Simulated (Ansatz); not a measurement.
# C₂HNa: up Jacob's ladder to CCSD(T)

An exercise on one series of results from a longer session: the logs are not shown, and one member is left open.

The runs use Ansatz 0.2.0, Gaussian basis; functionals in def2-TZVPP, the program's frozen cores in correlated methods.

Plan: LDA (SPW92), PBE-D4, revPBE-D4, BLYP-D4, r2SCAN-D4, B97M-V, PBE0-D4, B3LYP-D4, r2SCANh-D4, r2SCAN0-D4, HSE06-D4, BHLYP-D4, CAM-B3LYP-D4, LC-ωPBE, ωB97X-V, ωB97M-V, B2PLYP, PBE-QIDH; CCSD(T)/def2-SVP; CCSD(T)/def2-TZVPP; CCSD(T)/def2-QZVPP; extrapolation to the limit; RPA on PBE.

## Structure used throughout

The geometry comes from an earlier relaxation with PBE0-D4 in a triple-zeta def2 set; it is a stationary point.

SMILES `C#[C][Na]`, 4 atoms, charge 0, spin multiplicity 1.

Atoms are counted from 1 here; the program's logs count them from 0.

Bond lengths: C1–C2 1.222 Å, C1–H4 1.067 Å, C2–Na3 2.213 Å. Angles: C2–C1–H4 180.0°, C1–C2–Na3 180.0°.

The first run:

in.yaml reads:

```yaml
crystal:
  periodic: [false, false, false]
  atoms:
    - {symbol: C, position_ang: [-0.068551, 0.869525, -0.131389]}
    - {symbol: C, position_ang: [0.043936, -0.335154, 0.040355]}
    - {symbol: Na, position_ang: [0.247430, -2.516572, 0.351648]}
    - {symbol: H, position_ang: [-0.167315, 1.921801, -0.281012]}
basis:
  gaussian: {orbitals: def2-TZVPP}
hamiltonian: {xc: lda}
output: {orbitals: {seedname: orbitals}}
```

Steps of the session up to this table: LDA; PBE-D4 (GGA); revPBE-D4 (GGA); BLYP-D4 (GGA); r2SCAN-D4 (meta-GGA); B97M-V (meta-GGA); PBE0-D4 (hybrid); B3LYP-D4 (hybrid); r2SCANh-D4 (hybrid); r2SCAN0-D4 (hybrid); HSE06-D4 (hybrid); BHLYP-D4 (hybrid); CAM-B3LYP-D4 (range-separated); LC-ωPBE-D4 (range-separated; the results give it without D4); ωB97X-V (range-separated); ωB97M-V (range-separated); B2PLYP (double hybrid); PBE-QIDH (double hybrid).

One table of the session follows, with a row left open; its other results are not shown here.

It belongs to the step «Orbital energies across the functionals». 

| functional | HOMO (eV) | LUMO (eV) | gap (eV) |
| --- | --- | --- | --- |
| LDA (SPW92) | -5.01 | -1.86 | 3.15 |
| PBE-D4 | -4.80 | -1.98 | 2.82 |
| revPBE-D4 | -4.72 | -2.05 | 2.67 |
| BLYP-D4 | -4.66 | -2.08 | 2.58 |
| r2SCAN-D4 | -4.90 | -1.22 | 3.68 |
| B97M-V | -4.83 | -1.75 | 3.08 |
| PBE0-D4 | -5.88 | -1.42 | 4.45 |
| B3LYP-D4 | -5.67 | -1.75 | 3.92 |
| r2SCANh-D4 | -5.33 | -1.12 | 4.21 |
| r2SCAN0-D4 | ? | ? | ? |
| HSE06-D4 | -5.47 | -1.71 | 3.76 |
| BHLYP-D4 | -6.84 | -1.19 | 5.65 |
| CAM-B3LYP-D4 | -7.25 | -1.03 | 6.21 |
| LC-ωPBE | -8.63 | -0.32 | 8.31 |
| ωB97X-V | -8.23 | -0.27 | 7.96 |
| ωB97M-V | -8.16 | -0.86 | 7.30 |

**Question.** Estimate the row for r2SCAN0-D4.

Worked estimate for «HOMO (eV)». Against the share of exact exchange, r2SCAN-D4 (0, -4.90), r2SCANh-D4 (0.1, -5.33) give a slope of -4.30 per unit share; at 0.25 the line stands at -5.97.

The run gave: HOMO (eV): -5.97; LUMO (eV): -0.98; gap (eV): 5.00. In «HOMO (eV)» the line misses by 0.00.
